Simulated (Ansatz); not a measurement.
Worked example: GaH3, triplet against GaH3⁺, doublet

Geometry (PBE0/def2-TZVP stationary point of a doublet), kept for both states (GaH3⁺, doublet: A1; GaH3, triplet: B1):

```xyz
4

Ga    0.0000    0.0253    0.0000
H     0.0000   -2.0473    0.0000
H     0.0000    0.1474   -1.5272
H     0.0000    0.1474    1.5272
```

Basis aug-cc-pVDZ; Ansatz 0.2.0. Correlated methods freeze the noble-gas cores and the filled d shells of p-block atoms. Prefix R: restricted or restricted open-shell reference; prefix U: unrestricted. No spin–orbit coupling is included, and no scalar relativity.

Full CI isn't at hand for all of this; UCCSDT(Q) serves as the reference, and is uncertain by about the last step of the cluster series.

```csv
level,"E(GaH3⁺, doublet) (hartree)","E(GaH3, triplet) (hartree)"
UHF,-1924.587400,-1924.790967
UMP2,-1924.640623,-1924.855486
UCCSD(T),-1924.659601,-1924.879015
PBE,-1925.907923,-1926.136073
wB97M-V,-1926.084943,-1926.307958
UCCSDT(Q),-1924.659986,-1924.879760
```

Q: Give the vertical gap, GaH3 triplet less GaH3⁺ doublet, at each level in eV (1 hartree = 27.2114 eV), and each error against UCCSDT(Q).

A: UCCSDT(Q): (-1924.879760 − (-1924.659986)) × 27.2114 = -5.980 eV (the reference)
wB97M-V: (-1926.307958 − (-1926.084943)) × 27.2114 = -6.069 eV, error -0.089 eV
PBE: (-1926.136073 − (-1925.907923)) × 27.2114 = -6.208 eV, error -0.228 eV
UCCSD(T): (-1924.879015 − (-1924.659601)) × 27.2114 = -5.971 eV, error 0.009 eV
UMP2: (-1924.855486 − (-1924.640623)) × 27.2114 = -5.847 eV, error 0.133 eV
UHF: (-1924.790967 − (-1924.587400)) × 27.2114 = -5.539 eV, error 0.441 eV

Total energies of functionals can't be set beside those of wave-function methods, since they hold the core's correlation and their own absolute errors; only the differences compare.

In so small a basis the reference is far from its limit while semilocal and hybrid functionals are nearer theirs, so the functionals' errors here hold much of the reference's basis and frozen-core error, which can add to them or hide them.

Each level lands on the state that its own search finds. T1 diagnostics of restricted CCSD: 0.019 and 0.024.
